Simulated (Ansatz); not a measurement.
## AsF, triplet: reading a ladder of total energies

Geometry: that of the AsF⁻, doublet, kept fixed.

```json
{"atom": "F", "x (Å)": "0.0000", "y (Å)": "0.0000", "z (Å)": "0.0000"}
{"atom": "As", "x (Å)": "0.0000", "y (Å)": "0.0000", "z (Å)": "1.8470"}
```

Basis aug-cc-pVTZ; Ansatz 0.2.0. Correlated methods freeze the noble-gas cores and the filled d shells of p-block atoms, which leaves 12 electrons in 90 orbitals. R marks a restricted (for open shells ROHF) determinant, U an unrestricted one. No spin–orbit coupling is included, and no scalar relativity.

Full CI isn't at hand for all of this; UCCSDT(Q) serves as the reference, and is uncertain by about the last step of the cluster series.

Runs differ by some tens of microhartree through their thresholds and, for an open shell, their frozen cores, so steps under 0.03 kcal/mol mean nothing.

| level | total energy (hartree) |
| --- | --- |
| UHF | -2333.720152 |
| UMP2 | -2334.076599 |
| UCCSD | -2334.086181 |
| UCCSD(T) | -2334.100401 |
| UCCSDT | -2334.101102 |
| UCCSDT(Q) | -2334.101764 |

What is the correlation energy at UCCSDT(Q), and what share of it do UMP2 and UCCSD recover?

E(corr) = -2334.101764 − (-2333.720152) = -0.381612 hartree = -10.384 eV. UMP2: -0.356447 / -0.381612 = 93.41 %. UCCSD: -0.366029 / -0.381612 = 95.92 %.

By how many kcal/mol does UCCSD(T) miss UCCSDT(Q) (1 hartree = 627.509 kcal/mol), and which steps make up the rest?

-2334.100401 − (-2334.101764) = 0.001363 hartree = 0.86 kcal/mol. Steps: UCCSDT − UCCSD(T) = -0.44, UCCSDT(Q) − UCCSDT = -0.42 kcal/mol. Differences between like states or geometries often cancel part of this.
